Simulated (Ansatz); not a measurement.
**CH₃BSi (SMILES BC#[SiH]): one structure at several levels**

An exercise on one series of results from a longer session: the logs are not shown, and one member is left open.

Program: Ansatz 0.2.0, Gaussian basis. Level of theory: single points in def2-TZVPP. These are calculated values, not measurements.

Cores are frozen in the correlated methods. B3LYP uses VWN-RPA correlation.

### The starting structure

SMILES `BC#[SiH]`, 6 atoms, charge 0, spin multiplicity 1.

Atoms are counted from 1 here; the program's logs count them from 0.

Bond lengths: B1–C2 1.595 Å, B1–H4 1.127 Å, B1–H5 1.086 Å, C2–Si3 1.660 Å, Si3–H6 1.500 Å. Angles: C2–B1–H4 119.8°, C2–B1–H5 115.2°, H4–B1–H5 124.9°, B1–C2–Si3 146.2°, C2–Si3–H6 160.7°.

As a file:

```csv
atom,x (Å),y (Å),z (Å)
B1,-0.54020,-0.15590,-1.26510
C2,-0.12090,-0.33220,0.26320
Si3,0.72620,0.29890,1.54330
H4,-1.32360,-0.83140,-1.71320
H5,0.01370,0.60060,-1.81220
H6,1.26890,0.48190,2.92960
```

Set-up of the first run:

Contents of run/in.yaml:

```yaml
crystal:
  periodic: [false, false, false]
  atoms:
    - {symbol: B, position_ang: [-0.540200, -0.155900, -1.265100]}
    - {symbol: C, position_ang: [-0.120900, -0.332200, 0.263200]}
    - {symbol: Si, position_ang: [0.726200, 0.298900, 1.543300]}
    - {symbol: H, position_ang: [-1.323600, -0.831400, -1.713200]}
    - {symbol: H, position_ang: [0.013700, 0.600600, -1.812200]}
    - {symbol: H, position_ang: [1.268900, 0.481900, 2.929600]}
basis:
  gaussian: {orbitals: def2-TZVPP}
correlation: {method: ccsd_t}
output: {forces: true}
```

The command line of these runs was not kept.

Among the steps run: CCSD(T)/def2-TZVPP; PBE0-D4/def2-TZVPP; wB97M-V/def2-TZVPP; r2SCAN-D4/def2-TZVPP; PBE-D4/def2-TZVPP; B97M-V/def2-TZVPP; B3LYP-D4/def2-TZVPP.

One table of the session follows, with a row left open; its other results are not shown here.

```
   method  RMS force component (eV/Å)  angle to CCSD(T) forces (°)  dipole (D)
  CCSD(T)                       1.456                    reference        2.50
  PBE0-D4                       1.564                          9.9        2.88
  wB97M-V                       1.487                         14.3        3.00
r2SCAN-D4                       1.544                          7.1        2.74
   PBE-D4                       1.592                          5.2        2.75
   B97M-V                           ?                            ?           ?
 B3LYP-D4                       1.497                          8.2        2.84
```

Q: Estimate the row for B97M-V from the others.

The run gave: RMS force component (eV/Å): 1.536; angle to CCSD(T) forces (°): 8.4; dipole (D): 2.72. In the column «RMS force component (eV/Å)» it lies between B3LYP-D4 (1.497) and r2SCAN-D4 (1.544).
